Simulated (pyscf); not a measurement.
`[SH][GaH2]` → `[SH][Ga]` [singlet] + `[H][H]`, a 1,1-elimination (singlet surface; Ga–H, Ga–H broken, H–H formed). Single points on ωB97X-D3(BJ)/def2-SVP structures (PySCF, gas phase). Energies in kJ/mol from the reactant's lowest minimum found.

Small-basis levels: PySCF, no dispersion term, spherical d functions. AM1 to PM7: differences of heats of formation from MOPAC, which are fitted to 298 K values and so differ in kind from electronic energies by zero-point and thermal terms. GFN2-xTB: tblite. 

| level | barrier | reaction energy |
|---|---|---|
| HF/STO-3G | 408.7 | +293.5 |
| HF/3-21G | 371.4 | +58.9 |
| BP86/6-31G*+LANL2DZ | 269.8 | +41.5 |
| B3LYP/STO-3G | 256.9 | +274.1 |
| M06-2X/6-31G*+LANL2DZ | 311.4 | +50.1 |
| B3LYP/6-311+G**+LANL2DZ | 289.2 | +48.5 |
| B3LYP/def2-SVP | 269.4 | +35.8 |
| GFN2-xTB | 228.7 | +13.1 |
| AM1 | 35.2 | -113.0 |
| PM3 | 86.5 | -195.3 |
| PM6 | 270.8 | -53.5 |
| PM7 | 294.0 | -19.8 |
| ωB97M-D3(BJ)/def2-TZVP | 287.1 | +41.8 |

Against the last row the barrier runs from -251.9 (AM1) to +121.6 kJ/mol (HF/STO-3G). At B3LYP/STO-3G this geometry lies under one side, so the entry may be no barrier of that level: it is a single point on another level's saddle. ωB97M-D3(BJ)/def2-TZVP has limits of its own. The same reactants have a lower exit, to S=GaH + H₂ (barrier +217.9 kJ/mol at ωB97M-D3(BJ)/def2-TZVP, against +287.1 kJ/mol here). One saddle was located; it need not be the lowest between these sides. In the def2 sets elements up to Kr have no core potential.
